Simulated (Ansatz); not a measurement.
## [H···H···CH₂], triplet along the distance H1-H2

All five atoms lie in one plane.

Starting geometry:

```yaml
atoms:
  - { symbol: H, position_ang: [-2.1606, 0.0000, 0.0000] }
  - { symbol: H, position_ang: [-1.4156, 0.0000, 0.0000] }
  - { symbol: C, position_ang: [0.1974, 0.0000, 0.0000] }
  - { symbol: H, position_ang: [0.6119, 0.0000, 0.9962] }
  - { symbol: H, position_ang: [0.6119, 0.0000, -0.9962] }
```

From there H2 is moved from one fragment to the other while all else, the fragments' distance too, stays fixed, so the hump isn't the reaction's barrier; atoms are numbered as listed. Energies are in kJ/mol, counted from the starting geometry at the same level.

Basis cc-pVTZ; Ansatz 0.2.0. Correlated methods freeze the noble-gas cores. R marks a restricted (for open shells ROHF) determinant, U an unrestricted one.

Full CI isn't at hand for all of this; UCCSDT(Q) serves as the reference, and is uncertain by about the last step of the cluster series.

```json
{"distance H1-H2 (Å)": "0.745", "UMP2": "0.0"}
{"distance H1-H2 (Å)": "0.820", "UMP2": "3.2"}
{"distance H1-H2 (Å)": "0.969", "UMP2": "11.5"}
{"distance H1-H2 (Å)": "1.119", "UMP2": "-10.5"}
{"distance H1-H2 (Å)": "1.268", "UMP2": "-33.4"}
```

Q: Estimate the UCCSDT(Q) curve in cc-pVTZ from this one, knowing how UMP2 errs.

A: The computed UCCSDT(Q) values, in kJ/mol from the starting point, and the error of UMP2 against them:
```tsv
distance H1-H2 (Å)	UCCSDT(Q)	UMP2 less UCCSDT(Q)
0.745	0.0	0.0
0.820	0.8	2.4
0.969	6.7	4.8
1.119	-8.3	-2.2
1.268	-23.5	-9.9
```

The error spans 14.8 kJ/mol and is largest, -9.9 kJ/mol, at 1.268 Å.
